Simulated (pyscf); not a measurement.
O=Mo(=O)(F)–F (SMILES [O]=[Mo](=[O])([F])[F]) + H₂ (SMILES [H][H]) -> O=MoH(=O)–F (SMILES [O]=[MoH](=[O])[F]) + HF (SMILES F) (four-centre exchange; singlet surface; F–Mo, H–H broken, H–Mo, F–H formed). PySCF, gas phase, ωB97X-D3(BJ)/def2-SVP geometries. Rate constants from transition-state theory, ωB97M-D3(BJ)/def2-TZVP energies (ideal gas, 1 atm, RRHO with modes under 100 cm⁻¹ raised to 100, one conformer, R ln 2 for chiral ones without a mode under 150 cm⁻¹; no tunnelling), k in cm³ molecule⁻¹ s⁻¹.

```tsv
T (K)	1000/T	log10 k
298	3.354	-37.70
600	1.667	-24.62
900	1.111	-20.25
1200	0.833	?
```

Question: Fit an Arrhenius line to the three values, give the activation energy, and predict k at 1200 K.

Answer: Least squares gives log10 k = -11.63 − 7.77 × 1000/T, so Ea = 7.77 × ln 10 × 1.987 = 35.6 kcal/mol, against an electronic barrier of 33.2. At 1200 K the line gives -18.11; the computed value is -17.99 (ΔG‡ = 69.2 kcal/mol), a factor 1.3 over the line, since the plot is curved. On the product side the descent ends in a complex (not fully relaxed), 7.0 kcal/mol under the separated species and 13.9 kcal/mol under the saddle at ωB97X-D3(BJ)/def2-TZVP. This is the saddle that the search found; another between the same sides may lie lower. Elements past Kr carry the def2 core potentials, without spin-orbit coupling.
